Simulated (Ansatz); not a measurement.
Base system: GaAs in the zinc blende structure (space group F-43m, No. 216; a = 5.746 Å).

Levels (all Ansatz, a program for electronic structure, PAW): PBE (420 eV, without spin-orbit coupling); r2SCAN (500 eV, spin-orbit coupling left out); HSE06 (420 eV, without spin-orbit coupling).

Levels that relaxed their own cell: PBE and r2SCAN.

| level | band gap | lattice parameter a | electron mass at Γ |
|---|---|---|---|
| PBE | 0.16 eV | 5.746 Å | – |
| r2SCAN | 0.96 eV | 5.667 Å | 0.051 mₑ |
| HSE06 | 1.36 eV | – | – |

Measured: band gap 1.57 eV (static lattice; corrected from measurement; as listed in Wei Chen et al., Physical Review Materials (2018)); lattice parameter a 5.64 Å (static lattice; corrected from measurement; as listed in Daniel Mejia-Rodriguez, S. B. Trickey, Phys. Rev. B (2018)); electron mass at Γ 0.066 mₑ (temperature not stated; as listed in Magdalena Laurien, Oleg Rubel, Phys. Rev. B (2022)).

Computed minus measured — band gap: PBE -1.41 eV, r2SCAN -0.61 eV, HSE06 -0.21 eV (closest: HSE06); lattice parameter a: PBE +1.9 %, r2SCAN +0.5 % (closest: r2SCAN); electron mass at Γ: r2SCAN -23 %. Measured values not marked as corrected hold thermal and zero-point effects that the static-lattice runs lack. A measured gap can be an optical one, lowered by exciton binding. Levels without spin-orbit coupling miss its lowering of the gap, often about a third of the valence-band splitting.

Single points use the geometry relaxed with r2SCAN. Masses are band curvatures over ±0.01 Å⁻¹ around the edge. Stability against distortions was not tested. The zero or small gap of GaAs can change with the level of theory.
